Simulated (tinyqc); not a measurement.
Worked calculation: CCD on RHF in the sto-3g basis, for H2O, spin multiplicity 1. One step of it, computed by the program tinyqc.

Task: CCD: starting amplitudes. t_ij^ab = <ij||ab> / (e_i + e_j - e_a - e_b), whose energy is MP2.

orbital energies (hartree): MO1 -20.251615, MO2 -1.243100, MO3 -0.585980, MO4 -0.450122, MO5 -0.389676, MO6 0.553612, MO7 0.672134

Two-electron integrals over orbitals (pq|rs), unique and non-zero (hartree):
```
(11|11) 4.745465    (21|11) -0.420874   (21|21) 0.059194    (22|11) 1.008955
(22|21) -0.013814   (22|22) 0.724895    (31|31) 0.010850    (32|31) 0.017371
(32|32) 0.139091    (33|11) 0.785300    (33|21) -0.004509   (33|22) 0.633718
(33|33) 0.617690    (41|11) 0.179075    (41|21) -0.022580   (41|22) 0.014727
(41|33) 0.006175    (41|41) 0.026489    (42|11) -0.138791   (42|21) 0.008861
(42|22) -0.007082   (42|33) 0.005756    (42|41) 0.018492    (42|42) 0.126963
(43|31) -0.003144   (43|32) 0.023337    (43|43) 0.050439    (44|11) 0.973691
(44|21) -0.012639   (44|22) 0.669713    (44|33) 0.585566    (44|41) -0.010259
(44|42) -0.101558   (44|44) 0.750015    (51|51) 0.026011    (52|51) 0.032720
(52|52) 0.146469    (53|53) 0.027839    (54|51) -0.013034   (54|52) -0.046496
(54|54) 0.053267    (55|11) 1.115345    (55|21) -0.011849   (55|22) 0.749248
(55|33) 0.618486    (55|41) 0.005012    (55|42) -0.074616   (55|44) 0.714028
(55|55) 0.880159    (61|11) -0.221428   (61|21) 0.033473    (61|22) -0.001091
(61|33) 0.000461    (61|41) 0.000769    (61|42) 0.020687    (61|44) -0.018044
(61|55) -0.005862   (61|61) 0.029214    (62|11) 0.292806    (62|21) -0.006373
(62|22) 0.139343    (62|33) 0.072712    (62|41) 0.018624    (62|42) 0.024489
(62|44) 0.077435    (62|55) 0.152388    (62|61) 0.008310    (62|62) 0.099440
(63|31) 0.003002    (63|32) -0.038268   (63|43) -0.032105   (63|63) 0.071731
(64|11) 0.240436    (64|21) -0.002820   (64|22) 0.106854    (64|33) 0.045648
(64|41) 0.001566    (64|42) -0.040406   (64|44) 0.127728    (64|55) 0.129951
(64|61) -0.001183   (64|62) 0.060906    (64|64) 0.080398    (65|51) 0.014657
(65|52) 0.055982    (65|54) 0.001152    (65|65) 0.036901    (66|11) 0.797579
(66|21) -0.007197   (66|22) 0.607509    (66|33) 0.563815    (66|41) 0.019945
(66|42) 0.054296    (66|44) 0.548515    (66|55) 0.586063    (66|61) 0.008820
(66|62) 0.096267    (66|64) 0.047820    (66|66) 0.593283    (71|31) 0.014870
(71|32) 0.022426    (71|43) -0.004436   (71|63) 0.003580    (71|71) 0.020424
(72|31) 0.014223    (72|32) 0.045664    (72|43) -0.033441   (72|63) 0.033581
(72|71) 0.018531    (72|72) 0.064183    (73|11) 0.364816    (73|21) -0.007268
(73|22) 0.147225    (73|33) 0.089396    (73|41) -0.000575   (73|42) -0.078243
(73|44) 0.152578    (73|55) 0.194452    (73|61) -0.006513   (73|62) 0.073681
(73|64) 0.088190    (73|66) 0.040521    (73|73) 0.155673    (74|31) -0.009172
(74|32) -0.076301   (74|43) -0.004081   (74|63) 0.048323    (74|71) -0.012447
(74|72) -0.016800   (74|74) 0.070347    (75|53) 0.023770    (75|75) 0.024551
(76|31) 0.008503    (76|32) 0.093481    (76|43) 0.053644    (76|63) -0.064428
(76|71) 0.011194    (76|72) -0.008162   (76|74) -0.059235   (76|76) 0.113710
(77|11) 0.854452    (77|21) -0.009099   (77|22) 0.617300    (77|33) 0.599512
(77|41) 0.004063    (77|42) -0.015475   (77|44) 0.596067    (77|55) 0.617862
(77|61) -0.004432   (77|62) 0.065874    (77|64) 0.045100    (77|66) 0.560777
(77|73) 0.092778    (77|77) 0.609739
```

Give: Starting amplitudes; correlation energy.

Result:

Starting amplitudes (spin orbitals 1a, 1b, ...; amplitudes related by a flip of all spins are not repeated; the 24 largest):
```
from      to          t
3a 3b  7a 7b    -0.0619
4a 4b  6a 6b    -0.0400
3a 4b  6b 7a     0.0390
3a 3b  6a 6b    -0.0315
4a 4b  7a 7b    -0.0313
2a 2b  6a 6b    -0.0277
2a 3b  6a 7b    -0.0241
2a 4b  6a 6b    -0.0217
3a 4b  6a 7b    -0.0214
5a 5b  6a 6b    -0.0196
3a 4a  6a 7a     0.0176
2a 2b  7a 7b    -0.0168
2a 3a  6a 7a    -0.0131
5a 5b  7a 7b    -0.0116
2a 3b  6b 7a     0.0110
2a 4b  7a 7b     0.0055
1a 2b  7a 7b    -0.0008
1a 1b  6a 6b    -0.0007
1a 4b  7a 7b     0.0006
1a 1b  7a 7b  -4.88e-04
1a 3a  6a 7a   4.57e-04
1a 2b  6a 6b  -3.68e-04
1a 3b  6a 7b   2.95e-04
1a 3b  6b 7a   1.62e-04
```

correlation energy = -0.040769 hartree
